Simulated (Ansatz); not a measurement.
## H2Si–C, singlet in cc-pVDZ: errors against RCCSDTQ

Geometry: a point of a stretch scan, not a stationary point.

```xyz
4

Si    0.0000    0.0000    0.4262
C     0.0000    0.0000   -1.1958
H     0.0000    1.2713    1.1877
H     0.0000   -1.2713    1.1877
```

Basis cc-pVDZ; Ansatz 0.2.0. Correlated methods freeze the noble-gas cores, which leaves 10 electrons in 36 orbitals. Prefix R: restricted or restricted open-shell reference; prefix U: unrestricted. Active spaces: pair = (2e, 2o) about the gap; valence = (10e, 10o) chosen from the atoms' valence shells.

Full CI isn't at hand for all of this; RCCSDTQ serves as the reference, and is uncertain by the last step of the cluster series or more. The frozen core follows each run's orbitals, which can shift R against U totals by a few meV.

Unrestricted rows (U) aren't spin-pure: their determinants' ⟨S²⟩ exceeds S(S+1) by up to 0.86, so they mix in states of higher spin.

RHF is unstable: UHF (⟨S²⟩ = 0.86) lies 0.56 eV below the lowest RHF solution. Higher spins weren't run at this geometry and may lie near or lower.

```
UHF ⟨S²⟩                          : 0.858
T1 diagnostic (RCCSD)             : 0.0238
largest doubles amplitude (RCCSD) : 0.135
```

```tsv
level	E − E(RHF) (eV)
UHF	-0.5600
RMP2	-5.2003
UMP2	-5.2597
RCCSD	-6.3511
UCCSD*	-6.4494
RCCSD(T)	-6.5985
UCCSD(T)*	-6.6864
```

Q: Estimate how far RCCSDTQ in cc-pVDZ lies from RCCSD(T). The table doesn't fix it; the size of (T) and the diagnostics are the guide.

A: RCCSDTQ in cc-pVDZ lies 6.2 kJ/mol below RCCSD(T), which is 26 % of the (T) step (-23.9 kJ/mol). T1 is raised, a doubles amplitude is large, RHF is unstable towards spin polarisation, and the rest is a large part of (T). The miss exceeds 1 kcal/mol.

The other levels:

```tsv
level	E − E(RCCSDTQ) (kJ/mol)	share of correlation (%)	wall time
CISD	84.1	86.92	0.95 s
BCCD(T)	6.2	99.03	0.84 s
RCCSDT	2.0	99.68	–
UCCSDT	2.9	99.55	–
RCCSDT(Q)	0.0	99.99	4.6 s
UCCSDT(Q)	-0.1	100.01	38 s
CASSCF (pair space)	581.6	9.54	–
NEVPT2 (pair space)	128.3	80.05	2 s
MRCISD (pair space)	66.9	89.60	–
MRCISD+Q (pair space)	7.6	98.83	2.6 s
CASSCF (valence space)	359.7	44.04	–
NEVPT2 (valence space)	93.6	85.45	6 s
MRCISD (valence space)	24.7	96.16	–
MRCISD+Q (valence space)	3.5	99.45	9.5 s (H100)
```

An asterisk marks runs whose energy the program itself flagged as in doubt.

The correlation energy at RCCSDTQ, counted from RHF, is -6.663 eV. That run took 8.5 s on 2 threads of AMD EPYC 7R13 with a shared H100 80 GB, shared host.

Times hold each run's SCF and search for its determinant on a shared host, so for small cases they say little of a method's own cost; rows without a card ran on 1 thread of AMD EPYC 7R13.

Natural occupations of CASSCF (valence space) about the gap: 1.984 1.970 1.968 1.924 1.907 0.095 0.079 0.038 0.019 0.017; effectively unpaired electrons, Σ n²(2−n)², 0.12.
